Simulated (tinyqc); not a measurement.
Inside a calculation. Method: CIS and TDHF on RHF in the sto-6g basis, for H2O, spin multiplicity 1. One step of it, computed by the program tinyqc.

Problem. TDHF (RPA) singlet states. B(ia,jb) = 2 (ia|jb) - (ib|ja); the squared energies are the eigenvalues of (A - B)(A + B); 1 hartree = 27.211386 eV.

CIS matrix A, singlet (hartree):
```
           1>6        1>7       2>6        2>7        3>6        3>7        4>6        4>7
1>6  20.241539   0.000000  0.029728   0.000000   0.000000  -0.017765  -0.021198   0.000000
1>7   0.000000  20.278631  0.000000   0.046163  -0.000993   0.000000   0.000000  -0.024304
2>6   0.029728   0.000000  1.242830   0.000000   0.000000   0.049553   0.071777   0.000000
2>7   0.000000   0.046163  0.000000   1.269723  -0.023968   0.000000   0.000000  -0.015784
3>6   0.000000  -0.000993  0.000000  -0.023968   0.568073   0.000000   0.000000   0.047585
3>7  -0.017765   0.000000  0.049553   0.000000   0.000000   0.805133   0.151135   0.000000
4>6  -0.021198   0.000000  0.071777   0.000000   0.000000   0.151135   0.552362   0.000000
4>7   0.000000  -0.024304  0.000000  -0.015784   0.047585   0.000000   0.000000   0.548230
5>6   0.000000   0.000000  0.000000   0.000000   0.000000   0.000000   0.000000   0.000000
5>7   0.000000   0.000000  0.000000   0.000000   0.000000   0.000000   0.000000   0.000000

          5>6       5>7
1>6  0.000000  0.000000
1>7  0.000000  0.000000
2>6  0.000000  0.000000
2>7  0.000000  0.000000
3>6  0.000000  0.000000
3>7  0.000000  0.000000
4>6  0.000000  0.000000
4>7  0.000000  0.000000
5>6  0.325034  0.000000
5>7  0.000000  0.372446
```

Two-electron integrals over orbitals (pq|rs), unique and non-zero (hartree):
```
(11|11) 4.763835    (21|11) -0.442966   (21|21) 0.066398    (22|11) 1.041445
(22|21) -0.016904   (22|22) 0.728986    (31|31) 0.011097    (32|31) 0.016840
(32|32) 0.126666    (33|11) 0.760963    (33|21) -0.004576   (33|22) 0.612428
(33|33) 0.587961    (41|11) 0.166085    (41|21) -0.023358   (41|22) 0.011961
(41|33) 0.005065    (41|41) 0.024307    (42|11) -0.156499   (42|21) 0.008363
(42|22) -0.030842   (42|33) 0.002309    (42|41) 0.017700    (42|42) 0.130052
(43|31) -0.002543   (43|32) 0.027659    (43|43) 0.058524    (44|11) 0.916229
(44|21) -0.010529   (44|22) 0.655804    (44|33) 0.560533    (44|41) -0.008141
(44|42) -0.088270   (44|44) 0.680443    (51|51) 0.026642    (52|51) 0.033355
(52|52) 0.152586    (53|53) 0.026310    (54|51) -0.011534   (54|52) -0.043227
(54|54) 0.046269    (55|11) 1.117103    (55|21) -0.011672   (55|22) 0.759655
(55|33) 0.599175    (55|41) 0.004130    (55|42) -0.082445   (55|44) 0.678740
(55|55) 0.880663    (61|11) -0.193607   (61|21) 0.030843    (61|22) -0.002613
(61|33) 0.000821    (61|41) 0.003232    (61|42) 0.021201    (61|44) -0.014725
(61|55) -0.004771   (61|61) 0.026678    (62|11) 0.262211    (62|21) -0.006516
(62|22) 0.129388    (62|33) 0.066268    (62|41) 0.018632    (62|42) 0.035668
(62|44) 0.056992    (62|55) 0.136526    (62|61) 0.010995    (62|62) 0.094327
(63|31) 0.002657    (63|32) -0.033415   (63|43) -0.038993   (63|63) 0.073317
(64|11) 0.281613    (64|21) -0.003353   (64|22) 0.136629    (64|33) 0.051464
(64|41) 0.000318    (64|42) -0.054912   (64|44) 0.132293    (64|55) 0.158467
(64|61) -0.002153   (64|62) 0.057691    (64|64) 0.106618    (65|51) 0.012290
(65|52) 0.048536    (65|54) 0.007494    (65|65) 0.033397    (66|11) 0.788298
(66|21) -0.007738   (66|22) 0.593596    (66|33) 0.546190    (66|41) 0.016892
(66|42) 0.043604    (66|44) 0.545390    (66|55) 0.578705    (66|61) 0.008844
(66|62) 0.092780    (66|64) 0.056325    (66|66) 0.581173    (71|31) 0.014565
(71|32) 0.021161    (71|43) -0.003423   (71|63) 0.003115    (71|71) 0.019137
(72|31) 0.015028    (72|32) 0.057476    (72|43) -0.029865   (72|63) 0.028615
(72|71) 0.018981    (72|72) 0.068869    (73|11) 0.373157    (73|21) -0.006662
(73|22) 0.170734    (73|33) 0.089746    (73|41) -0.000389   (73|42) -0.079180
(73|44) 0.135208    (73|55) 0.205344    (73|61) -0.005271   (73|62) 0.065375
(73|64) 0.108268    (73|66) 0.046659    (73|73) 0.163329    (74|31) -0.007985
(74|32) -0.071257   (74|43) -0.018097   (74|63) 0.056493    (74|71) -0.010415
(74|72) -0.016401   (74|74) 0.072545    (75|53) 0.023866    (75|75) 0.024649
(76|31) 0.007223    (76|32) 0.081197    (76|43) 0.065402    (76|63) -0.064761
(76|71) 0.009164    (76|72) -0.003839   (76|74) -0.062235   (76|76) 0.111774
(77|11) 0.823077    (77|21) -0.008202   (77|22) 0.602741    (77|33) 0.576106
(77|41) 0.003473    (77|42) -0.017018   (77|44) 0.568327    (77|55) 0.600751
(77|61) -0.002943   (77|62) 0.058977    (77|64) 0.050841    (77|66) 0.547253
(77|73) 0.091223    (77|77) 0.587408
```

Give: TDHF matrix B, singlet; squared energies w^2; TDHF energies from the positive w^2.

Solution.

TDHF matrix B, singlet (hartree):
```
        1>6     1>7    2>6     2>7     3>6     3>7     4>6     4>7
1>6   0.027   0.000  0.011   0.000   0.000  -0.014  -0.002   0.000
1>7   0.000   0.019  0.000   0.019   0.012   0.000   0.000  -0.010
2>6   0.011   0.000  0.094   0.000   0.000   0.102   0.058   0.000
2>7   0.000   0.019  0.000   0.069  -0.008   0.000   0.000  -0.016
3>6   0.000   0.012  0.000  -0.008   0.073   0.000   0.000   0.005
3>7  -0.014   0.000  0.102   0.000   0.000   0.163   0.160   0.000
4>6  -0.002   0.000  0.058   0.000   0.000   0.160   0.107   0.000
4>7   0.000  -0.010  0.000  -0.016   0.005   0.000   0.000   0.073
5>6   0.000   0.000  0.000   0.000   0.000   0.000   0.000   0.000
5>7   0.000   0.000  0.000   0.000   0.000   0.000   0.000   0.000

       5>6    5>7
1>6  0.000  0.000
1>7  0.000  0.000
2>6  0.000  0.000
2>7  0.000  0.000
3>6  0.000  0.000
3>7  0.000  0.000
4>6  0.000  0.000
4>7  0.000  0.000
5>6  0.033  0.000
5>7  0.000  0.025
```

squared energies w^2 (hartree^2): 0.105  0.138  0.225  0.255  0.361  0.665  1.544  1.610  409.722  411.227

TDHF energies from the positive w^2 (eV): 8.798  10.113  12.898  13.738  16.342  22.183  33.810  34.523  550.802  551.813
